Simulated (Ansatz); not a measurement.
A structure relaxed at PBE-D4/def2-TZVP in Ansatz, charge 0, singlet:

```tsv
atom	x (Å)	y (Å)	z (Å)
O1	-1.060	0.190	-0.287
O2	-0.016	0.063	0.430
O3	1.076	-0.253	-0.143
```

(1) Give its formula and point group.

(2) Summarise the bond lengths by kind (pairs closer than 1.2 times the sum of covalent radii, bridged metal pairs left out).

Answers

(1) the cluster O₃. Point group C2v (tolerance 0.1 Å).

(2) 2 × O–O 1.27 Å.

The structure holds 2 bonds between oxygen atoms, so isomers without such links may lie far lower. The structure comes from a short search, and lower isomers may exist.
